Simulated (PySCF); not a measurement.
Gas-phase XPS of BH2Cl, computed

BH2Cl.
SMILES with atom numbers: `[BH2:1][Cl:2]`

Structure used (PBE0-D3(BJ)/def2-SVP), in Å, numbered top down from 1:
```xyz
4
BClH2 angstrom
B     -0.1206   -0.0108   -0.2064
Cl     1.5775   -0.1195   -0.5607
H     -0.7354    0.9235   -0.6500
H     -0.6177   -0.8740    0.4693
```

Method used: delta-SCF UKS SCAN, pcX-2 on the ionised atom, pcseg-1 elsewhere, spin-free X2C in PySCF 2.14.0. Vertical ΔSCF values, vacuum level as zero.

Question: What binding energy does each computed site have?

Answer: 
```tsv
atom(s)	bonded to	level	binding energy (eV)	2p1/2 (eV)	count
Cl2	B	Cl 1s	2829.48	–	1
Cl2	B	Cl 2p3/2	206.88	208.54	1
B1	Cl and 2 H	B 1s	198.03	–	1
```

Question: Which effective nuclear charge Zeff reproduces each element's mean 1s value in the hydrogen-like formula E = 13.606 eV × Zeff²?

Answer: B (Z = 5): mean 198.0 eV, Zeff = 3.82, Z − Zeff = 1.18; Cl (Z = 17): mean 2829.5 eV, Zeff = 14.42, Z − Zeff = 2.58. Means run over the listed sites, weighted by atom count.

The unrestricted hole states depart most from a pure doublet (⟨S²⟩ = 0.75; over 0.85 named) for B 1s of B1 (0.85), which makes this value less certain. The 2p values aren't plain energy differences: one relaxed spin-free 2p hole is combined with a matrix within the shell (ground-state 2p orbital-energy differences and spin–orbit coupling). 2p3/2, the mean of its two sublevels, lies a third of the splitting below the shell's mean and 2p1/2 two thirds above it; the statistical areas are 2:1. 2p1/2 minus 2p3/2 (ligand field included): Cl 1.65 eV. Geometry: PBE0-D3(BJ)/def2-SVP; no solvent, vibrations or thermal averaging.
